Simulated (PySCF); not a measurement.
**Argon: a sound run and one with changed settings**

Sound run: Ar [Ar], Ar⁺ [Ne] 3s2 3p5. Computed with PySCF 2.14 in cc-pV(T+d)Z (5s4p3d1f, 39 functions), with the non-relativistic Hamiltonian (point nucleus). In the sound run the correlated levels freeze [Ne]. The sound run starts from symmetry-adapted Hartree-Fock orbitals and uses a fine grid where one is needed.

Changed run: scalar relativity by spin-free X2C-1e. This setting is unsound on purpose.

| species | method | sound run (hartree) | changed run (hartree) | converged |
| --- | --- | --- | --- | --- |
| Ar | UHF | -526.81313 | -528.39713 | yes |
| Ar | PBE0 | -527.38118 | -528.96379 | yes |
| Ar | B3LYP | -527.55937 | -529.14196 | yes |
| Ar | MP2 | -527.02018 | -528.60429 | yes |
| Ar | CCSD(T) | -527.04546 | -528.62951 | yes |
| Ar⁺ | UHF | -526.27765 | -527.86225 | yes |
| Ar⁺ | PBE0 | -526.80348 | -528.38671 | yes |
| Ar⁺ | B3LYP | -526.97907 | -528.56221 | yes |
| Ar⁺ | MP2 | -526.44384 | -528.02847 | yes |
| Ar⁺ | CCSD(T) | -526.47435 | -528.05887 | yes |

Ionisation energy of Ar:

```tsv
method	sound run (eV)	changed run (eV)
UHF	14.571	14.555
PBE0	15.720	15.703
B3LYP	15.791	15.776
MP2	15.683	15.669
SCS-MP2	15.580	15.566
CCSD	15.500	15.486
CCSD(T)	15.541	15.528
```

Most of the change in total energy is the relativistic energy itself. On top of that the contraction fixes the core shape for the Hamiltonian it was made with, so the changed run is not a good calculation with the other Hamiltonian either.

For comparison, NIST gives 15.760 eV between the lowest levels.
